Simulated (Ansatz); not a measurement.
## Ansatz (development build ahead of 0.2.0) run

```yaml
crystal:
  periodic: [false, false, false]
  atoms:
    - { symbol: O, position_ang: [0.0, 0.0, 0.5022] }
    - { symbol: O, position_ang: [0.0, 0.0, -0.5022] }
basis:
  gaussian: { orbitals: STO-3G }
total_charge: 1
magnetization:
  initial_magnetization: 1
hamiltonian:
  xc: hf
correlation:
  method: ccsd_t
  frozen_orbitals: { O: 1 }
```

The input is written out in the form of the current development build from the run's settings. Correlation on restricted open-shell orbitals is semicanonical, with singles.

Results

```json
{"Converged": "yes", "Reference energy": "-147.11472 hartree", "CCSD correlation energy": "-0.12781 hartree", "Triples correction": "-0.00109 hartree", "Total energy": "-147.24362 hartree", "Spin squared of the determinant": "0.750"}
```
